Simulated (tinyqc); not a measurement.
Inside a calculation. Method: UKS/LDA (VWN5) in the sto-6g basis, for BH, spin multiplicity 3. One step of it, computed by the program tinyqc.

Problem. Iteration 1: building the Kohn-Sham matrix. J_ij = sum D_kl (ij|kl) with D = D(alpha) + D(beta); F = H + J + V_xc; E = tr D H + tr D J / 2 + E_xc + E_nn.

D(alpha) at the start, lower triangle:
```
            1B 1s      1B 2s    1B 2px    1B 2py     1B 2pz     2H 1s
1B 1s    1.078705
1B 2s   -0.303584   1.157804
1B 2px   0.000000   0.000000  0.970716
1B 2py   0.000000   0.000000  0.168602  0.029284
1B 2pz  -0.018694   0.082418  0.000000  0.000000   1.082494
2H 1s    0.030702  -0.093112  0.000000  0.000000  -0.093447  0.014532
```

D(beta) at the start, lower triangle:
```
            1B 1s      1B 2s    1B 2px    1B 2py     1B 2pz     2H 1s
1B 1s    1.057562
1B 2s   -0.216336   0.797774
1B 2px   0.000000   0.000000  0.000000
1B 2py   0.000000   0.000000  0.000000  0.000000
1B 2pz  -0.137705   0.573515  0.000000  0.000000   0.412614
2H 1s    0.033796  -0.105882  0.000000  0.000000  -0.076028  0.014079
```

core Hamiltonian H = T + V (hartree), lower triangle:
```
             1B 1s      1B 2s     1B 2px     1B 2py     1B 2pz      2H 1s
1B 1s   -12.881814
1B 2s    -3.193915  -3.798593
1B 2px    0.000000   0.000000  -3.008687
1B 2py    0.000000   0.000000   0.000000  -3.008687
1B 2pz   -0.018894  -0.157945   0.000000   0.000000  -3.126333
2H 1s    -0.805553  -1.668691   0.000000   0.000000  -1.526980  -2.628818
```

Two-electron integrals (ij|kl) in chemists' order, unique and non-zero (hartree):
```
(11|11) 2.924993   (21|11) 0.480756   (21|21) 0.099484   (22|11) 0.743449
(22|21) 0.188967   (22|22) 0.544922   (31|31) 0.021096   (32|31) 0.030854
(32|32) 0.120443   (33|11) 0.743450   (33|21) 0.188967   (33|22) 0.544922
(33|33) 0.587109   (41|41) 0.021096   (42|41) 0.030854   (42|42) 0.120443
(43|43) 0.031641   (44|11) 0.743450   (44|21) 0.188967   (44|22) 0.544922
(44|33) 0.523827   (44|44) 0.587109   (51|51) 0.021096   (52|51) 0.030854
(52|52) 0.120443   (53|53) 0.031641   (54|54) 0.031641   (55|11) 0.743450
(55|21) 0.188967   (55|22) 0.544922   (55|33) 0.523827   (55|44) 0.523827
(55|55) 0.587109   (61|11) 0.124655   (61|21) 0.024962   (61|22) 0.046928
(61|33) 0.046672   (61|44) 0.046672   (61|51) 0.001958   (61|52) 0.003709
(61|55) 0.047441   (61|61) 0.006499   (62|11) 0.277303   (62|21) 0.071552
(62|22) 0.224530   (62|33) 0.218373   (62|44) 0.218373   (62|51) 0.008368
(62|52) 0.047811   (62|55) 0.236844   (62|61) 0.019007   (62|62) 0.124475
(63|31) 0.007791   (63|32) 0.034659   (63|53) 0.009125   (63|63) 0.014294
(64|41) 0.007791   (64|42) 0.034659   (64|54) 0.009125   (64|64) 0.014294
(65|11) 0.253825   (65|21) 0.066468   (65|22) 0.219749   (65|33) 0.208135
(65|44) 0.208135   (65|51) 0.014484   (65|52) 0.077445   (65|55) 0.242977
(65|61) 0.018630   (65|62) 0.142842   (65|65) 0.174780   (66|11) 0.430914
(66|21) 0.113571   (66|22) 0.400437   (66|33) 0.376570   (66|44) 0.376570
(66|51) 0.016824   (66|52) 0.124565   (66|55) 0.448170   (66|61) 0.031001
(66|62) 0.278589   (66|65) 0.348543   (66|66) 0.774999
```

nuclear repulsion = 2.18668269 hartree

V_xc(alpha) (hartree), lower triangle:
```
            1B 1s      1B 2s     1B 2px     1B 2py     1B 2pz      2H 1s
1B 1s   -1.828456
1B 2s   -0.275079  -0.507624
1B 2px   0.000000   0.000000  -0.525747
1B 2py   0.000000   0.000000  -0.009941  -0.468224
1B 2pz  -0.001722  -0.009840   0.000000   0.000000  -0.528816
2H 1s   -0.073622  -0.197780   0.000000   0.000000  -0.187928  -0.289674
```

V_xc(beta) (hartree), lower triangle:
```
            1B 1s      1B 2s     1B 2px     1B 2py     1B 2pz      2H 1s
1B 1s   -1.797920
1B 2s   -0.251877  -0.397546
1B 2px   0.000000   0.000000  -0.398428
1B 2py   0.000000   0.000000  -0.002357  -0.385175
1B 2pz  -0.012535  -0.077387   0.000000   0.000000  -0.408964
2H 1s   -0.069611  -0.177506   0.000000   0.000000  -0.182326  -0.273224
```

E_xc = sum of w rho eps_xc = -4.35749049 hartree

Give: Coulomb J; F(alpha); F(beta); total energy of this density.

Solution.

Coulomb J (hartree), lower triangle:
```
        1B 1s  1B 2s  1B 2px  1B 2py  1B 2pz  2H 1s
1B 1s   8.890
1B 2s   1.720  3.671
1B 2px  0.000  0.000   3.685
1B 2py  0.000  0.000   0.011   3.626
1B 2pz  0.026  0.107   0.000   0.000   3.701
2H 1s   0.442  1.502   0.000   0.000   1.468  2.587
```

F(alpha) (hartree), lower triangle:
```
         1B 1s   1B 2s  1B 2px  1B 2py  1B 2pz   2H 1s
1B 1s   -5.821
1B 2s   -1.749  -0.636
1B 2px   0.000   0.000   0.151
1B 2py   0.000   0.000   0.001   0.149
1B 2pz   0.006  -0.061   0.000   0.000   0.046
2H 1s   -0.437  -0.364   0.000   0.000  -0.247  -0.331
```

F(beta) (hartree), lower triangle:
```
         1B 1s   1B 2s  1B 2px  1B 2py  1B 2pz   2H 1s
1B 1s   -5.790
1B 2s   -1.726  -0.525
1B 2px   0.000   0.000   0.278
1B 2py   0.000   0.000   0.008   0.232
1B 2pz  -0.005  -0.128   0.000   0.000   0.166
2H 1s   -0.433  -0.344   0.000   0.000  -0.242  -0.315
```

total energy of this density = -24.29427 hartree
